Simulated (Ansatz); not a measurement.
The input, for Ansatz 0.2.0:

```yaml
crystal:
  periodic: [false, false, false]
  atoms:
    - {symbol: C, position_ang: [0.000000, 0.000000, 0.000000]}
    - {symbol: H, position_ang: [0.364650, 0.749992, 0.747980]}
    - {symbol: H, position_ang: [-0.374199, -0.745045, 0.748208]}
    - {symbol: H, position_ang: [-0.362222, 0.746225, -0.752912]}
    - {symbol: H, position_ang: [0.371770, -0.751172, -0.743276]}
basis:
  gaussian: {orbitals: 6-31G}
total_charge: 1
magnetization: {spin_polarized: false, initial_magnetization: 1}
correlation: {active_space: {window: {electrons: 3, orbitals: 7}, states: [{multiplicity: 2, weights: [0.5, 1, 0.5, 0.5]}, {multiplicity: 4, weights: [1]}]}}
output: {forces: true}
```

```sh
$ ansatz run in.yaml --threads 1 --pin off --events-out ev --progress --plain --max-ram 2393MiB
```

Log:

```
386 factors; integrals over basis functions are off by at most 7.9e-8 eV
mean field evaluation 1: about -1080.3711 eV, gradient 1.9e1 eV
mean field evaluation 2: about -1080.3688 eV, gradient 1.9e1 eV
mean field evaluation 4: about -1081.2461 eV, gradient 8.0e-1 eV
mean field evaluation 8: about -1081.2476 eV, gradient 1.3e-6 eV
mean field -1081.24756420 eV, -39.7351150885 hartree, gradient 3.4e-6 eV, S^2 0.750000; 0 other end points of the search recorded, 0 dependent functions left out
reference -1081.24756420 eV, -39.7351150885 hartree; 5, 4 occupied and 12, 13 virtual orbitals, 386 factors
state -1081.81032789 eV, -39.7557962726 hartree
state -1077.43633305 eV, -39.5950549271 hartree
state -1071.87558879 eV, -39.3907013447 hartree
state -1069.79254918 eV, -39.3141510511 hartree
state -1070.45588193 eV, -39.3385280798 hartree
the calculation of the forces begins
Total energy: -1074.18041369 eV, -39.4754020974 hartree
Atom 0 at     0.000000     0.000000     0.000000 Å, force     3.502652    -0.005612     0.022372 eV/Å
Atom 1 at     0.364650     0.749992     0.747980 Å, force    -0.680816     0.583386     0.574126 eV/Å
Atom 2 at    -0.374199    -0.745045     0.748208 Å, force    -1.100840    -3.430777     3.448314 eV/Å
Atom 3 at    -0.362222     0.746225    -0.752912 Å, force    -1.045704     3.434216    -3.462025 eV/Å
Atom 4 at     0.371770    -0.751172    -0.743276 Å, force    -0.675292    -0.581214    -0.582788 eV/Å
Dipole moment:    -0.024598     0.000039    -0.000157 e Å
```

The total printed last is the weighted mean of the 5 states, 7.630 eV above the lowest of them, and is no single state's energy.

Forces (eV/Å):
```
C    3.503 -0.006  0.022
H   -0.681  0.583  0.574
H   -1.101 -3.431  3.448
H   -1.046  3.434 -3.462
H   -0.675 -0.581 -0.583
```

Ran on 1 thread of Arm Neoverse V2, shared host: 1.2 s wall, 0.06 GiB peak host memory.
